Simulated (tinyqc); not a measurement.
The basis set: RHF and MP2 along a ladder of basis sets, for LiH, spin multiplicity 1. Computed by the program tinyqc with PySCF. Same geometry throughout; the dipole is taken about the origin.

Geometry (angstrom):

| atom | x | y | z |
|---|---|---|---|
| Li | 0.0000 | 0.0000 | 0.0000 |
| H | 0.0000 | 0.0000 | 1.4050 |

RHF and frozen-core MP2 in a ladder of bases:

| basis | functions | E(RHF) (hartree) | E(MP2 corr) (hartree) | HOMO (eV) | LUMO (eV) | dipole (debye) |
|---|---|---|---|---|---|---|
| sto-3g | 6 | -7.86080 | -0.01147 | -8.186 | 2.163 | 4.823 |
| 3-21g | 11 | -7.92119 | -0.01214 | -8.398 | 0.190 | 5.507 |
| 6-31g | 11 | -7.97114 | -0.01203 | -8.453 | 0.362 | 5.559 |
| 6-31g** | 19 | -7.97340 | -0.02073 | -8.441 | 0.358 | 5.535 |
| cc-pvdz | 19 | -7.97673 | -0.02276 | -8.451 | 0.129 | 5.580 |
| cc-pvtz | 44 | -7.98030 | -0.02758 | -8.467 | 0.088 | 5.569 |

What does the comparison show, and why?

From cc-pVDZ to cc-pVTZ the RHF energy falls by 3.6 mhartree and the correlation energy by 4.8. If valence correlation converges as X^-3, (27 E(T) - 8 E(D))/19 gives -0.0296 hartree, a rough estimate from such small X that usually falls short; STO-3G holds about 39 % of it. Beyond STO-3G the LUMO moves by 0.3 eV and the HOMO by 0.1 eV.
